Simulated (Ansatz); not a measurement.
The cluster Al₂H₂⁻. Total charge -1; doublet. Geometry PBE-D4/def2-TZVP, that of the neutral singlet; atoms count from 1.

Cartesian coordinates in Å:
```
Al 0.243 0.817 -0.990
Al -0.622 -0.066 1.147
H 1.070 -0.035 0.419
H -0.690 -0.716 -0.575
```

The highest occupied level of the charge -1 doublet lies above zero (up to 0.18 eV). By energy differences its removal costs 1.40 eV (vertical, to the charge 0 singlet, at PBE0-D4/def2-TZVPD); a positive level beside a positive removal energy at the same level points to self-interaction error. The structure comes from a short search, and lower isomers may exist.

Q: Estimate the Mulliken populations from the PBE0/def2-TZVPD orbitals of Ansatz.

A: 
| atom | charge (e) | spin (α − β) |
| --- | --- | --- |
| Al1 | -0.45 | 0.51 |
| Al2 | -0.45 | 0.51 |
| H3 | -0.05 | -0.01 |
| H4 | -0.05 | -0.01 |
Mulliken values and Mayer orders depend strongly on the basis. With diffuse functions, as here, like atoms can get unlike values, and bond orders can come out too low or too high.

Q: Where does the spin sit?

A: Summed by element: Al 1.02, H -0.02, of 1 unpaired in all. Largest on single atoms: Al1 0.51, Al2 0.51, H3 -0.01.

Q: And the Mayer bond orders between bonded heavy atoms (over 0.3)?

A: Al1–Al2 0.93 (2.47 Å).
